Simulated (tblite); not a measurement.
Isomers of [C5H10P]- (charge -1). Computed values, GFN2-xTB/tblite, gas phase, harmonic and unscaled. Errors from tens to a few hundred cm⁻¹ against measured bands are possible. One conformer each.

Electronic energies: GFN2-xTB at the same geometries; isomer energies are rough at this level and their order can be wrong.

| SMILES | electronic energy, lowest = 0 (kcal/mol) |
| --- | --- |
| C=CC[P-]CC | 7.7 |
| C=C[P-]CCC | 0.0 |
| CC[P-]C1CC1 | 3.9 |

Question: How do GFN2-xTB zero-point energies change the relative energies?

Answer: 
| SMILES | ZPE (kcal/mol) | of it from modes above 1550 cm⁻¹ | electronic (kcal/mol) | with ZPE, lowest = 0 (kcal/mol) | lowest mode (cm⁻¹) | rings |
| --- | --- | --- | --- | --- | --- | --- |
| C=C[P-]CCC | 83.8 | 44.7 | 0.0 | 0.0 | 70 | 0 |
| CC[P-]C1CC1 | 84.4 | 42.6 | 3.9 | 4.5 | 30 | 1 |
| C=CC[P-]CC | 83.3 | 44.9 | 7.7 | 7.2 | 51 | 0 |

The zero-point energies span 1.1 kcal/mol, from `C=CC[P-]CC` to `CC[P-]C1CC1`. The order is unchanged.

Question: What do entropy and thermal enthalpy add at 298.15 K and 1 bar (rigid rotor, harmonic oscillator, one conformer each)?

Answer: 
```csv
SMILES,point group,symmetry number,S (cal/(mol K)),H − H(0) (kcal/mol),ZPE + H − H(0) − TS (kcal/mol)
C=C[P-]CCC,C1,1,87.3,5.65,63.4
CC[P-]C1CC1,C1,1,88.3,5.51,63.6
C=CC[P-]CC,C1,1,90.2,5.89,62.3
```
